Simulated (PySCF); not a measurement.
CH3O, SMILES O[CH2], multiplicity 2. Atoms are numbered in the order given.

```xyz
5

C     -0.6398     0.2295     0.1011
O      0.5984    -0.3200    -0.0623
H     -1.4477    -0.4706    -0.0414
H     -0.7726     1.2891    -0.0744
H      1.2722     0.3647     0.0076
```
Charge 0, spin multiplicity 2.

Geometry optimised at B3LYP-D3(BJ)/def2-TZVP. The isomer is the one that the SMILES or the coordinates give; other isomers of the formula were not compared.

Two levels are set side by side: PBE/pcH-1 (PySCF) and B3LYP/pcH-1 (PySCF). Contact hyperfine couplings, same geometry. Differences are taken from unrounded values.

```json
[
 {"quantity": "A(iso) of 13C, atom C1 (MHz)", "B3LYP": "142.0", "PBE": "120.1", "PBE minus B3LYP": "-22.0"},
 {"quantity": "A(iso) of 17O, atom O2 (MHz)", "B3LYP": "-22.7", "PBE": "-13.3", "PBE minus B3LYP": "9.4"},
 {"quantity": "A(iso) of 1H, atom H3 (MHz)", "B3LYP": "-47.6", "PBE": "-44.1", "PBE minus B3LYP": "3.5"},
 {"quantity": "A(iso) of 1H, atom H4 (MHz)", "B3LYP": "-39.4", "PBE": "-36.2", "PBE minus B3LYP": "3.2"},
 {"quantity": "A(iso) of 1H, atom H5 (MHz)", "B3LYP": "-12.5", "PBE": "-11.2", "PBE minus B3LYP": "1.3"}
]
```

Rough cost on one machine, each run with all the roots and properties that it gave: B3LYP against PBE within a factor of 2.
